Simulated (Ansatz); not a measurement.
C₂H₆N₂S, SMILES `CSC(=N)N` at its PBE0-D4/def2-TZVP geometry, where that method's forces vanish. The species carries charge 0 and has multiplicity 1.

```json
{"atom": "C1", "x (Å)": "-0.3002", "y (Å)": "1.1603", "z (Å)": "1.2921"}
{"atom": "S2", "x (Å)": "-0.8585", "y (Å)": "-0.5088", "z (Å)": "0.9101"}
{"atom": "C3", "x (Å)": "0.0426", "y (Å)": "-0.9562", "z (Å)": "-0.5526"}
{"atom": "N4", "x (Å)": "0.1591", "y (Å)": "-2.1602", "z (Å)": "-0.9337"}
{"atom": "N5", "x (Å)": "0.6317", "y (Å)": "0.0679", "z (Å)": "-1.2489"}
{"atom": "H6", "x (Å)": "0.7872", "y (Å)": "1.2152", "z (Å)": "1.2975"}
{"atom": "H7", "x (Å)": "-0.7161", "y (Å)": "1.9033", "z (Å)": "0.6100"}
{"atom": "H8", "x (Å)": "-0.6735", "y (Å)": "1.3738", "z (Å)": "2.2942"}
{"atom": "H9", "x (Å)": "-0.2235", "y (Å)": "-2.8125", "z (Å)": "-0.2571"}
{"atom": "H10", "x (Å)": "1.0029", "y (Å)": "-0.2324", "z (Å)": "-2.1382"}
{"atom": "H11", "x (Å)": "0.1482", "y (Å)": "0.9494", "z (Å)": "-1.2735"}
```

Task: For each bond, give half the difference of the two atoms' forces along it (eV/Å; positive pushes the atoms apart) under PBE-D4, r2SCAN-D4, B3LYP-D4, ωB97M-V in def2-TZVPP. (Estimate.)

Result: Computed: 
```csv
bond,length (Å),PBE-D4,r2SCAN-D4,B3LYP-D4,ωB97M-V
C1–S2,1.801,0.14,0.14,0.28,0.14
C1–H6,1.089,0.11,-0.02,-0.08,-0.09
C1–H7,1.091,0.11,-0.04,-0.08,-0.08
C1–H8,1.091,0.08,-0.06,-0.10,-0.05
S2–C3,1.775,-0.05,-0.03,0.10,0.04
C3–N4,1.268,0.62,0.27,0.07,-0.07
C3–N5,1.371,0.02,0.09,0.15,0.24
N4–H9,1.015,0.16,-0.03,-0.06,-0.01
N5–H10,1.009,0.19,0.00,-0.06,-0.09
N5–H11,1.006,0.17,-0.03,-0.05,-0.08
```

B3LYP here is the variant with VWN-RPA as its local correlation; programs differ in this.
